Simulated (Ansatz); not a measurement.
Sb2O3 (Pccn, No. 56), treated with r²SCAN-D4 in Ansatz (plane waves, PAW).

Settings: plane-wave cutoff 500 eV, 8×4×8 k mesh (along the axes of the cell as run), gaussian smearing 0.02 eV, scalar-relativistic PAW data made under PBE.

Computed at the level's own relaxed cell.

### Question
Give the computed equilibrium volume per atom and band gap.

### Answer

- equilibrium volume per atom = 16.51 Å³/atom
- band gap = 2.43 eV (on the SCF k mesh)

Note: the relaxation could not lower the start's symmetry, so the cell can be a saddle point above a distorted one.

Spin–orbit coupling is not included.

Static lattice: no zero-point or thermal effects.

Ansatz is an electronic-structure program.
